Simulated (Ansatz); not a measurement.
# AlBH2 (singlet): from Hartree-Fock to the top rungs at angle Al2–B1–H3 = 101.4°, 6-31G

How much of the correlation energy of AlBH2 (singlet) does each wave-function method recover here?

Method: 6-31G, core rule «outside noble gas», up to 6 orbitals frozen; program: Ansatz 0.2.0, Gaussian basis.

The runs, in order: UHF; CCSD(T) on RHF; CCSD(T) on UHF; BCCD(T) on RHF; CISD; CCSDT(Q) on RHF; CCSDT(Q) on UHF; CCSDTQ on RHF; CASSCF and MRCISD+Q, 2 electrons in 2 orbitals; CASSCF and NEVPT2, 2 electrons in 2 orbitals; CASSCF and MRCISD+Q, 8 electrons in 10 orbitals; CASSCF and MRCISD+Q(relaxed), 8 electrons in 10 orbitals; CASSCF and NEVPT2, 8 electrons in 10 orbitals; Full CI.

6 further runs of the same task are left out: 1 for a mislabelled method, 4 that didn't finish, 1 set aside as unsound or not needed.

## (1) The geometry

The geometry derives from a PBE0/def2-TZVP stationary point (not a proven minimum). One angle is set to the value named; bond lengths are kept.

4 atoms, charge 0, spin multiplicity 1.

Atoms are counted from 1 here; the program's logs count them from 0.

Bond lengths: B1–Al2 2.055 Å, B1–H3 1.197 Å, Al2–H4 1.595 Å. Angles: Al2–B1–H3 101.4°, B1–Al2–H4 128.5°.

## (2) UHF

in.yaml

```yaml
crystal:
  periodic: [false, false, false]
  atoms:
    - {symbol: B, position_ang: [0.000000, -0.710592, 1.279946]}
    - {symbol: Al, position_ang: [0.000000, 0.289182, -0.515378]}
    - {symbol: H, position_ang: [0.000000, 0.199575, 2.057644]}
    - {symbol: H, position_ang: [0.000000, -0.319000, -1.989977]}
basis:
  gaussian: {orbitals: 6-31G}
magnetization: {spin_polarized: true, initial_magnetization: 0}
hamiltonian: {xc: hf}
output: {orbitals: {seedname: orbitals}}
```

Command:

```bash
ansatz run in.yaml --threads 1 --pin off --events-out ev --progress --plain --max-ram 2393MiB
```

After this run come: CCSD(T) on RHF; CCSD(T) on UHF; BCCD(T) on RHF; CISD; CCSDT(Q) on RHF; CCSDT(Q) on UHF; CCSDTQ on RHF; CASSCF and MRCISD+Q, 2 electrons in 2 orbitals; CASSCF and NEVPT2, 2 electrons in 2 orbitals; CASSCF and MRCISD+Q, 8 electrons in 10 orbitals; CASSCF and MRCISD+Q(relaxed), 8 electrons in 10 orbitals; CASSCF and NEVPT2, 8 electrons in 10 orbitals; Full CI.

**Question.** What will the summary of the whole plan be? Wanted: FCI below the RHF energy; RMP2 from FCI; UMP2 from FCI; RCCSD from FCI; RCCSD(T) from FCI; UCCSD(T) from FCI; RCCSDT(Q) from FCI; UCCSDT(Q) from FCI; NEVPT2 pair from FCI.

As calculated:

```
                         quantity                                                                                                                      value
         FCI below the RHF energy                                                                                                                 -3.6327 eV
                    RMP2 from FCI                                                                                                              +110.0 kJ/mol
                    UMP2 from FCI                                                                                                              +112.8 kJ/mol
                   RCCSD from FCI                                                                                                               +16.8 kJ/mol
                RCCSD(T) from FCI                                                                                                                +4.2 kJ/mol
                UCCSD(T) from FCI                                                                                                                +8.3 kJ/mol
               RCCSDT(Q) from FCI                                                                                                                +0.2 kJ/mol
               UCCSDT(Q) from FCI                                                                                                                 0.0 kJ/mol
             NEVPT2 pair from FCI                                                                                                               +71.1 kJ/mol
           MRCISD+Q pair from FCI                                                                                                                +3.2 kJ/mol
          NEVPT2 valence from FCI                                                                                                               +19.6 kJ/mol
levels within 1 kcal/mol (43 meV)  RCCSDT, UCCSDT, RCCSDT(Q), UCCSDT(Q), RCCSDTQ, MRCISD+Q pair, MRCISD valence, MRCISD+Q valence, MRCISD+Q(relaxed) valence
                    T1 diagnostic                                                                                                                      0.034
   effectively unpaired electrons                                                                                                                       0.43
```

**Reading.** RCCSD(T) misses by +4.2 kJ/mol, 1.2 % of the correlation energy. CCSD(T) misses by +4.2 kJ/mol on the restricted determinant and by +8.3 kJ/mol on the unrestricted one; the two need not hold the same state or core. MRCISD+Q(relaxed) valence falls below full CI: the +Q correction isn't variational, and the cores differ from full CI's. The occupations show some static correlation. Of the multireference levels listed MRCISD+Q(relaxed) valence comes nearest in total energy (-0.2 kJ/mol), which doesn't show that its space is the better one. These misses are within one basis, not against nature.
